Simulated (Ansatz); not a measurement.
We consider 2H WSe₂, described by PBE (Ansatz, a quantum-chemistry and plane-wave program, plane waves, PAW).

Settings: plane-wave cutoff 520 eV, 12×12×4 k mesh (along the axes of the cell as run), perturbation theory, no spin polarisation, scalar-relativistic PAW data made under PBE.

The cell has the measured lattice parameters. Conventional cell: a = 3.2820 Å, b = 3.2820 Å, c = 12.9600 Å, α = 90.00°, β = 90.00°, γ = 120.00°.

Harmonic phonon frequencies (cm⁻¹; i marks an imaginary mode; at Γ without the LO shift):

```json
[
 {"q point": "Γ", "frequencies": "0 0 0 24 24 42 171 171 172 172 242 242 242 242 244 249 302 304"},
 {"q point": "M", "frequencies": "96 100 119 124 126 128 188 190 209 216 227 228 237 238 256 257 262 263"},
 {"q point": "K", "frequencies": "100 100 126 126 139 142 206 206 212 212 212 215 249 249 250 251 255 255"},
 {"q point": "A", "frequencies": "17 17 17 17 30 30 171 171 171 171 242 242 242 242 246 246 304 304"}
]
```

No imaginary mode appears at these points.

Note: the cell isn't this level's own, so it is under some stress, which shifts stiffness and frequencies.
